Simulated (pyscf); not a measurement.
O=Si(F)–F (SMILES O=[Si](F)F) + HF (SMILES F) -> O=Si(F)–F (SMILES O=[Si](F)F) + HF (SMILES F) (four-centre exchange; singlet surface; F–Si, F–H broken, F–Si, F–H formed). Structures and frequencies: ωB97X-D3(BJ)/def2-SVP in PySCF. MP2 and CC: frozen core, UHF for open shells. ΔMP2 is the change of the MP2 total energy from the triple- to the quadruple-zeta basis. Energies in eV from the separated reactants.

```
level                             barrier  reaction energy
--------------------------------  -------  ---------------
ωB97X-D3(BJ)/def2-TZVP               0.06             0.00
r²SCAN/def2-TZVP                    -0.08             0.00
B3LYP-D3(BJ)/def2-TZVP               0.10             0.00
PBE0-D3(BJ)/def2-TZVP               -0.01             0.00
ωB97M-D3(BJ)/def2-TZVP               0.05             0.00
MP2/def2-QZVPP                       0.14             0.00
CCSD(T)/def2-TZVPP + ΔMP2(QZVPP)        ?             0.00
```

### Question
What belongs in the gaps?

### Answer

- CCSD(T)/def2-TZVPP + ΔMP2(QZVPP), barrier: 0.15

Of the functionals in the table, B3LYP-D3(BJ) is closest to CCSD(T)/def2-TZVPP + ΔMP2(QZVPP) in the barrier (0.05 eV apart) and r²SCAN least close (0.23 eV); that level has limits of its own. On the reactant side the descent ends in an adduct with a F–Si contact, 0.51 eV under the separated species and 0.57 eV under the saddle at ωB97X-D3(BJ)/def2-TZVP. On the product side the descent ends in an adduct with a F–Si contact, 0.50 eV under the separated species and 0.57 eV under the saddle at ωB97X-D3(BJ)/def2-TZVP. At r²SCAN, PBE0-D3(BJ) the saddle lies under the separated reactants, which points to a path from their complex (located at ωB97X-D3(BJ) alone). At r²SCAN, PBE0-D3(BJ) the saddle lies under the separated products, which points to a path from their complex (located at ωB97X-D3(BJ) alone). What is counted as formed (F–Si) is already present as a longer contact in the reactant adduct; forming that adduct is a step of its own. What is counted as broken (F–Si) persists as a longer contact in the product adduct; parting that adduct is a step of its own. This is the saddle that the search found; another between the same sides may lie lower. The CCSD(T) − MP2 part came from Ansatz, without density fitting, on the same reference.
